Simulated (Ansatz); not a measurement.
## Scan of [H···H···Br], doublet

Starting geometry:

```json
{"atom": "H", "x (Å)": "0.0000", "y (Å)": "0.0000", "z (Å)": "-1.2080"}
{"atom": "H", "x (Å)": "0.0000", "y (Å)": "0.0000", "z (Å)": "-0.4630"}
{"atom": "Br", "x (Å)": "0.0000", "y (Å)": "0.0000", "z (Å)": "1.6710"}
```

From there H2 is moved from one fragment to the other while all else, the fragments' distance too, stays fixed, so the hump isn't the reaction's barrier; atoms are numbered as listed. Energies are in kJ/mol, counted from the starting geometry at the same level.

Basis cc-pVDZ; Ansatz 0.2.0. Correlated methods freeze the noble-gas cores and the filled d shells of p-block atoms. R marks a restricted (for open shells ROHF) determinant, U an unrestricted one. Active spaces: valence = (9e, 6o) chosen from the atoms' valence shells. No spin–orbit coupling is included, and no scalar relativity.

For open shells CISD is restricted-active-space CI with the open shells as a complete middle space. Runs in a small pair space aren't shown, since their orbitals change along the scan.

Full CI is exact within this basis and frozen core; it isn't the basis-set limit. The frozen core follows each run's orbitals, which can shift R against U totals by a few meV for light atoms and by up to 0.1 eV past Ca.

```tsv
distance H1-H2 (Å)	full CI	unpaired electrons (full CI)	error CISD	error UCCSD(T)	error RCCSDT	error UCCSDT	error UCCSDTQ	error CASSCF (valence space)
0.693	7.1	1.02	-0.8	0.0	0.0	0.0	0.0	0.0
0.745	0.0	1.02	0.0	0.0	0.0	0.0	0.0	0.0
0.831	8.2	1.03	1.7	0.1	0.0	0.0	0.0	0.3
0.918	30.0	1.03	4.3	0.3	0.1	0.1	0.0	1.0
1.004	54.3	1.04	7.8	0.6	0.1	0.2	0.1	2.0
1.090	72.7	1.05	9.8	0.9	0.3	0.4	0.1	2.6
1.176	79.8	1.05	10.3	1.1	0.4	0.5	0.2	1.8
1.263	75.9	1.04	6.7	1.0	0.4	0.5	0.2	-0.2
1.349	67.2	1.04	3.4	0.8	0.3	0.5	0.2	-2.5
```

Unpaired electrons are Σ n²(2−n)² over natural occupations. Errors are those of relative energies. In total energy the starting point itself misses full CI by: CISD 21.7, UCCSD(T) 0.8, RCCSDT 0.4, UCCSDT 0.2, UCCSDTQ -0.2, CASSCF (valence space) 344.5 kJ/mol.

Spread of the error over the points with a reference, to 1.349 Å (largest less smallest): UCCSDTQ 0.2, RCCSDT 0.4, UCCSDT 0.5, UCCSD(T) 1.1, CASSCF (valence space) 5.0, CISD 11.1 kJ/mol.
